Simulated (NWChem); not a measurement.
System: SiH$_{3}$ cation

NWChem input:

```
start job
memory heap 200 mb stack 900 mb global 1100 mb
charge 1
geometry units angstroms noautosym nocenter noautoz
  Si     0.000000     0.000000     0.000000
  H      1.193346    -0.894765     0.000000
  H     -1.371563    -0.586085     0.000000
  H      0.178217     1.480851     0.000000
end
basis spherical
  Si library 6-31+g*
  H library 6-31+g*
end
dft
  xc xwpbe 0.80 cpbe96 1.0 hfexch 1.00
  cam 0.2 cam_alpha 0.2 cam_beta 0.8
  iterations 150
end
tddft
  cis
  nroots 8
  notriplet
end
task tddft energy
```

Excerpt of the output:

```
             Northwest Computational Chemistry Package (NWChem) 7.3.0
             --------------------------------------------------------

                             Geometry "geometry" -> ""
                             -------------------------

 Output coordinates in angstroms (scale by  1.889725989 to convert to a.u.)

  No.       Tag          Charge          X              Y              Z
 ---- ---------------- ---------- -------------- -------------- --------------
    1 Si                  14.0000     0.00000000     0.00000000     0.00000000
    2 H                    1.0000     1.19334600    -0.89476500     0.00000000
    3 H                    1.0000    -1.37156300    -0.58608500     0.00000000
    4 H                    1.0000     0.17821700     1.48085100     0.00000000

 Effective nuclear repulsion energy (a.u.)      15.5155511871

  pbe96 is a nonlocal functional; adding pw91lda local functional.

                                 NWChem DFT Module
                                 -----------------

 Summary of "ao basis" -> "ao basis" (spherical)
 ------------------------------------------------------------------------------
       Tag                 Description            Shells   Functions and Types
 ---------------- ------------------------------  ------  ---------------------
 Si                         6-31+g*                 10       22   5s4p1d
 H                          6-31+g*                  2        2   2s

            General Information
            -------------------
          SCF calculation type: DFT
          Wavefunction type:  closed shell.
          No. of atoms     :     4
          No. of electrons :    16
           Alpha electrons :     8
            Beta electrons :     8
          Charge           :     1
          Spin multiplicity:     1
          Use of symmetry is: off; symmetry adaption is: off
          Maximum number of iterations: 150
          AO basis - number of functions:    28
                     number of shells:    16
          Convergence on energy requested:  1.00D-06
          Convergence on density requested:  1.00D-05
          Convergence on gradient requested:  5.00D-04

              XC Information
              --------------
                     Hartree-Fock (Exact) Exchange  1.000
                     LC-wPBE(h)Exchange Functional  0.800
            Perdew 1991 LDA Correlation Functional  1.000 local
           PerdewBurkeErnz. Correlation Functional  1.000 non-local

           Range-Separation Parameters
           ---------------------------
           Alpha           :  0.20
           Beta            :  0.80
           Gamma           :  0.20
           Short-Range HF  :     F

             Grid Information
             ----------------
          Grid used for XC integration:  medium
          Radial quadrature: Mura-Knowles
          Angular quadrature: Lebedev.
          Tag              B.-S. Rad. Rad. Pts. Rad. Cut. Ang. Pts.
          ---              ---------- --------- --------- ---------
          Si                  1.10       88           9.0       590
          H                   0.35       45           8.0       434
          Grid pruning is: on
          Number of quadrature shells:   223
          Spatial weights used:  Erf1

      Superposition of Atomic Density Guess
      -------------------------------------

 Sum of atomic energies:        -290.31247583

 Renormalizing density from      17.00 to     16

      Non-variational initial energy
      ------------------------------

 Total energy =    -279.407922
 1-e energy   =    -407.138394
 2-e energy   =     112.214921
 HOMO         =      -0.808461
 LUMO         =      -0.495536

   convergence    iter        energy       DeltaE   RMS-Dens  Diis-err
 ---------------- ----- ----------------- --------- --------- ---------
 d= 0,ls=0.0,diis     1   -290.7359790515 -3.06D+02  2.68D-02  5.73D-01
 d= 0,ls=0.0,diis     2   -290.7823716095 -4.64D-02  4.95D-03  1.73D-02
 d= 0,ls=0.0,diis     3   -290.7845818717 -2.21D-03  4.86D-04  9.20D-05
 d= 0,ls=0.0,diis     4   -290.7846018925 -2.00D-05  7.44D-05  1.74D-06
 d= 0,ls=0.0,diis     5   -290.7846023252 -4.33D-07  7.75D-06  7.91D-09

         Total DFT energy =     -290.784602325179
      One electron energy =     -428.192786471499
           Coulomb energy =      143.468205001787
    Exchange-Corr. energy =      -21.575572042567
 Nuclear repulsion energy =       15.515551187099

 Numeric. integr. density =       16.000004619374

                       DFT Final Molecular Orbital Analysis
                       ------------------------------------

 Vector    6  Occ=2.000000D+00  E=-9.071960D-01
              MO Center= -1.1D-06, -6.9D-07,  5.4D-11, r^2= 1.7D+00
   Bfn.  Coefficient  Atom+Function         Bfn.  Coefficient  Atom+Function
  ----- ------------  ---------------      ----- ------------  ---------------
     6      0.647908  1 Si s                  2     -0.283423  1 Si s
    10      0.138824  1 Si s                 23      0.138648  2 H  s
    25      0.138648  3 H  s                 27      0.138647  4 H  s
    24      0.086211  2 H  s                 26      0.086212  3 H  s
    28      0.086211  4 H  s                  1      0.062821  1 Si s

 Vector    7  Occ=2.000000D+00  E=-7.199993D-01
              MO Center= -1.9D-01, -4.4D-01, -3.1D-12, r^2= 2.0D+00
   Bfn.  Coefficient  Atom+Function         Bfn.  Coefficient  Atom+Function
  ----- ------------  ---------------      ----- ------------  ---------------
     7      0.502569  1 Si px                25     -0.259061  3 H  s
    26     -0.245790  3 H  s                 23      0.218924  2 H  s
    24      0.207709  2 H  s                  3     -0.191996  1 Si px
    18     -0.077470  1 Si d -2              27      0.040138  4 H  s
    28      0.038082  4 H  s                 22     -0.031300  1 Si d  2

 Vector    8  Occ=2.000000D+00  E=-7.199988D-01
              MO Center=  1.9D-01,  4.4D-01, -2.1D-12, r^2= 2.0D+00
   Bfn.  Coefficient  Atom+Function         Bfn.  Coefficient  Atom+Function
  ----- ------------  ---------------      ----- ------------  ---------------
     8      0.502568  1 Si py                27      0.275965  4 H  s
    28      0.261829  4 H  s                  4     -0.191996  1 Si py
    23     -0.172743  2 H  s                 24     -0.163894  2 H  s
    25     -0.103222  3 H  s                 26     -0.097934  3 H  s
    22     -0.077470  1 Si d  2              18      0.031300  1 Si d -2

[...]

                                NWChem TDDFT Module
                                -------------------

            General Information
            -------------------
           No. of orbitals :      56
            Alpha orbitals :      28
             Beta orbitals :      28
        Alpha frozen cores :       0
         Beta frozen cores :       0
     Alpha frozen virtuals :       0
      Beta frozen virtuals :       0
         Spin multiplicity :       1
    Number of AO functions :      28
        Use of symmetry is : off
      Symmetry adaption is : off
         Schwarz screening :  0.10D-07

              XC Information
              --------------
              Hartree-Fock (Exact) Exchange   1.00
              LC-wPBE(h)Exchange Functional   0.80
     Perdew 1991 LDA Correlation Functional   1.00 local
    PerdewBurkeErnz. Correlation Functional   1.00 non-local
           Alpha           :  0.20
           Beta            :  0.80
           Gamma           :  0.20

             TDDFT Information
             -----------------
          Calculation type : Tamm-Dancoff TDDFT
         Wavefunction type : Restricted singlets
          No. of electrons :      16
           Alpha electrons :       8
            Beta electrons :       8
              No. of roots :       8
          Max subspacesize :    5600
            Max iterations :     100
               Target root :       1
           Target symmetry : none
      Symmetry restriction : off
                 Algorithm : Optimal
        Davidson threshold :  0.10D-03

    8 smallest eigenvalue differences (eV)
--------------------------------------------------------
  No. Spin  Occ  Vir  Irrep   E(Occ)    E(Vir)   E(Diff)
--------------------------------------------------------
    1    1    8    9 a        -0.720    -0.312    11.091
    2    1    7    9 a        -0.720    -0.312    11.091
    3    1    8   10 a        -0.720    -0.161    15.209
    4    1    7   10 a        -0.720    -0.161    15.209
    5    1    6    9 a        -0.907    -0.312    16.185
    6    1    8   11 a        -0.720    -0.106    16.705
    7    1    8   12 a        -0.720    -0.106    16.705
    8    1    7   11 a        -0.720    -0.106    16.705
--------------------------------------------------------

  Entering Davidson iterations
  Restricted singlet excited states

  Iter   NTrls   NConv    DeltaV     DeltaE      Time
  ----  ------  ------  ---------  ---------  ---------
    1      8       0     0.77E-01   0.10+100        1.2
    2     16       0     0.68E-01   0.23E-01        1.2
    3     24       0     0.38E-01   0.20E-01        1.2
    4     32       3     0.11E-01   0.12E-02        1.2
    5     37       3     0.37E-02   0.13E-03        1.0
    6     42       5     0.27E-03   0.86E-05        1.0
    7     45       7     0.14E-03   0.14E-06        0.8
    8     46       8     0.92E-04   0.17E-07        0.6
  ----  ------  ------  ---------  ---------  ---------
  Convergence criterion met

  Ground state a        -290.784602325179 a.u.

  ----------------------------------------------------------------------------
  Root   1 singlet a              0.204549908 a.u.                5.5661 eV
  ----------------------------------------------------------------------------
     Transition Moments    X -0.00000   Y -0.00000   Z  0.00000
     Dipole Oscillator Strength                    0.0000000000
     Electric Quadrupole                           0.0000001023
     Magnetic Dipole                               0.0000028847
     Total Oscillator Strength                     0.0000029870

     Occ.    8  a   ---  Virt.    9  a       -0.99852
  ----------------------------------------------------------------------------
  Root   2 singlet a              0.204550889 a.u.                5.5661 eV
  ----------------------------------------------------------------------------
     Transition Moments    X -0.00000   Y -0.00000   Z  0.00000
     Dipole Oscillator Strength                    0.0000000000
     Electric Quadrupole                           0.0000001023
     Magnetic Dipole                               0.0000028847
     Total Oscillator Strength                     0.0000029870

     Occ.    7  a   ---  Virt.    9  a       -0.99852
  ----------------------------------------------------------------------------
  Root   3 singlet a              0.395869785 a.u.               10.7722 eV
  ----------------------------------------------------------------------------
     Transition Moments    X -0.03777   Y  0.69437   Z -0.00000
     Dipole Oscillator Strength                    0.1276231992
     Electric Quadrupole                           0.0000016833
     Magnetic Dipole                               0.0000000000
     Total Oscillator Strength                     0.1276248825

     Occ.    7  a   ---  Virt.   11  a        0.15133
     Occ.    7  a   ---  Virt.   12  a       -0.23303
     Occ.    8  a   ---  Virt.   10  a        0.91592
     Occ.    8  a   ---  Virt.   11  a       -0.23304
     Occ.    8  a   ---  Virt.   12  a       -0.15133
  ----------------------------------------------------------------------------
  Root   4 singlet a              0.395870449 a.u.               10.7722 eV
  ----------------------------------------------------------------------------
     Transition Moments    X -0.69435   Y -0.03776   Z -0.00000
     Dipole Oscillator Strength                    0.1276157884
     Electric Quadrupole                           0.0000016833
     Magnetic Dipole                               0.0000000000
     Total Oscillator Strength                     0.1276174717

     Occ.    7  a   ---  Virt.   10  a       -0.91592
     Occ.    7  a   ---  Virt.   11  a       -0.23304
     Occ.    7  a   ---  Virt.   12  a       -0.15132
     Occ.    8  a   ---  Virt.   11  a       -0.15133
     Occ.    8  a   ---  Virt.   12  a        0.23304
  ----------------------------------------------------------------------------
  Root   5 singlet a              0.410787787 a.u.               11.1781 eV
  ----------------------------------------------------------------------------
     Transition Moments    X -0.00003   Y  0.00002   Z -0.00000
     Dipole Oscillator Strength                    0.0000000003
     Electric Quadrupole                           0.0000000000
     Magnetic Dipole                               0.0000112095
     Total Oscillator Strength                     0.0000112098

     Occ.    7  a   ---  Virt.   11  a       -0.35722
     Occ.    7  a   ---  Virt.   12  a       -0.60704
     Occ.    7  a   ---  Virt.   15  a        0.05581
     Occ.    8  a   ---  Virt.   11  a        0.60704
     Occ.    8  a   ---  Virt.   12  a       -0.35723
     Occ.    8  a   ---  Virt.   14  a       -0.05587
  ----------------------------------------------------------------------------
  Root   6 singlet a              0.436934648 a.u.               11.8896 eV
  ----------------------------------------------------------------------------
     Transition Moments    X  0.00000   Y -0.00000   Z -1.32492
     Dipole Oscillator Strength                    0.5113319137
     Electric Quadrupole                           0.0000000000
     Magnetic Dipole                               0.0000000000
     Total Oscillator Strength                     0.5113319137

     Occ.    6  a   ---  Virt.    9  a        0.99178
     Occ.    7  a   ---  Virt.   21  a        0.08992
     Occ.    8  a   ---  Virt.   22  a       -0.08992
  ----------------------------------------------------------------------------
  Root   7 singlet a              0.446821110 a.u.               12.1586 eV
  ----------------------------------------------------------------------------
     Transition Moments    X -0.00012   Y  0.00004   Z  0.00000
     Dipole Oscillator Strength                    0.0000000050
     Electric Quadrupole                           0.0000004892
     Magnetic Dipole                               0.0000000000
     Total Oscillator Strength                     0.0000004942

     Occ.    6  a   ---  Virt.   10  a       -0.17607
     Occ.    7  a   ---  Virt.   11  a        0.59828
     Occ.    7  a   ---  Virt.   12  a       -0.35203
     Occ.    8  a   ---  Virt.   11  a        0.35206
     Occ.    8  a   ---  Virt.   12  a        0.59824
  ----------------------------------------------------------------------------
  Root   8 singlet a              0.461265984 a.u.               12.5517 eV
  ----------------------------------------------------------------------------
     Transition Moments    X  0.95853   Y  0.71260   Z  0.00000
     Dipole Oscillator Strength                    0.4386869120
     Electric Quadrupole                           0.0000001091
     Magnetic Dipole                               0.0000000000
     Total Oscillator Strength                     0.4386870212

     Occ.    6  a   ---  Virt.   14  a       -0.05467
     Occ.    7  a   ---  Virt.   10  a        0.17050
     Occ.    7  a   ---  Virt.   11  a       -0.32671
     Occ.    7  a   ---  Virt.   13  a       -0.67710
     Occ.    7  a   ---  Virt.   14  a        0.14378
     Occ.    7  a   ---  Virt.   17  a       -0.05696
     Occ.    8  a   ---  Virt.   10  a        0.12035
     Occ.    8  a   ---  Virt.   12  a        0.32676
     Occ.    8  a   ---  Virt.   13  a       -0.47795
     Occ.    8  a   ---  Virt.   15  a       -0.14369

[...]
```

Level: LRC-wPBEh/6-31+G* (spherical d), TDA. All runs use the structure optimised with PBE-D3(BJ)/def2-SVP.
